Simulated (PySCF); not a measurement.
## Calculated NMR parameters of OCC1COC1

* Formula: C4H8O2
* SMILES: OCC1COC1
* Point group of the computed structure: C1
* Degrees of unsaturation: 1
* Carbon signals: 3
* Proton signals: 5

Atoms are numbered as in `[OH:1][CH2:2][CH:3]1[CH2:4][O:5][CH2:6]1` (H(Xn): hydrogen on atom n). Ha(C4), Ha(C6) are cis to C2 on the ring; Hb(C4), Hb(C6) are trans to C2 on the ring.

PySCF 2.14 calculation with structure optimised with GFN2-xTB and shieldings: GIAO PBE0/pcSseg-1; gas phase, equivalent nuclei averaged, non-relativistic Hamiltonian, a single conformation.

Referencing at the same level of theory: ¹H, ¹³C vs TMS; H2O for ¹⁷O.

```tsv
carbon	δC, type	δH (multiplicity)	HMBC from (2–3 bonds)	span of the C tensor (ppm)
C2	64.8, CH2	3.80 (d)	Hb(C4)/Hb(C6), Ha(C4)/Ha(C6), H(C3)	53
C3	39.6, CH	2.94 (m)	Hb(C4)/Hb(C6), Ha(C4)/Ha(C6), H(C2)	21
C4/C6	73.2, CH2	Hb(C4) 4.91 (m); Ha(C4) 4.79 (m)	Hb(C4)/Hb(C6), Ha(C4)/Ha(C6), H(C2), H(C3)	88
```

Other nuclei:
| atoms | nucleus | environment | δ (ppm) | σ (ppm) |
| --- | --- | --- | --- | --- |
| H(O1) | ¹H | hydrogen on an alcohol oxygen | 1.08 | 30.64 |
| O1 | ¹⁷O | alcohol oxygen | 16.3 | 319.8 |
| O5 | ¹⁷O | ether oxygen | 4.0 | 332.0 |

- Carbon types of the structure: 1 × CH, 3 × CH2, leaving 1 H on heteroatoms.
- δC 73.2, 64.8: sp3 CH2 bonded to O; the inductive effect lowers its shielding.
- δC 39.6: sp3 CH in a ring; saturated and bonded to C and H only.
- δH 4.91, 4.79, 3.80: hydrogen on an sp3 CH2 bonded to O; its carbon carries O, hence the downfield position.
- δH 2.94: hydrogen on an sp3 CH in a ring.
- δH 1.08: hydrogen on an alcohol oxygen; exchangeable; this is the value without hydrogen bonding to other molecules.

Exchangeable OH/NH protons stand at their gas-phase positions; hydrogen bonding in a real sample shifts them, mostly to higher δ. Shifts are as computed. Against solution values, carbons near 30 ppm lie about +3 ppm off and those near 130 ppm about +5 ppm (rms about the fit 2.1 ppm; single classes can miss by 10 ppm). Of 1328 compounds with measured shifts, 309 miss one by over three times the rms of a fit or turn the order of signals round; such compounds aren't used in these exercises. Signals without a measured value on file couldn't be tested in this way; 1H shifts scatter by 0.2 ppm about their fit, and single ones miss by 0.5 ppm. Experimental scales use liquid or dissolved standards, which lie at an offset from isolated H2O (liquid H2O: subtract about 36 ppm). No couplings were computed; multiplicities are counted from neighbouring protons, with m where these are inequivalent, close in shift, in a saturated or five-membered ring or joined by F or P, and br s for small geminal =CH2 splittings.
